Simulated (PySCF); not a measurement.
H2Si, SMILES [SiH2] (connectivity only; charge and spin as stated), charge +1, multiplicity 2.

Geometry optimised at PBE0-D3(BJ)/def2-TZVPD. The isomer is the one that the SMILES or the coordinates give; other isomers of the formula were not compared.

Two levels are set side by side: PBE/def2-TZVPD (PySCF) and ωB97X/def2-TZVPD (PySCF). Same geometry, gas phase. Differences are taken from unrounded values.

```tsv
quantity	PBE
α-spin orbital gap (eV)	2.05
β-spin orbital gap (eV)	4.52
mean polarisability (bohr³)	21.8
```

Question: These are the PBE values. What does ωB97X give? (Estimate from the structure and the level; the computed values follow.)

Answer: 
```
quantity                     ωB97X  PBE minus ωB97X
---------------------------  -----  ---------------
α-spin orbital gap (eV)       8.95            -6.90
β-spin orbital gap (eV)      10.93            -6.41
mean polarisability (bohr³)   21.4              0.4
```

Rough cost on one machine, each run with all the roots and properties that it gave: ωB97X against PBE within a factor of 2.
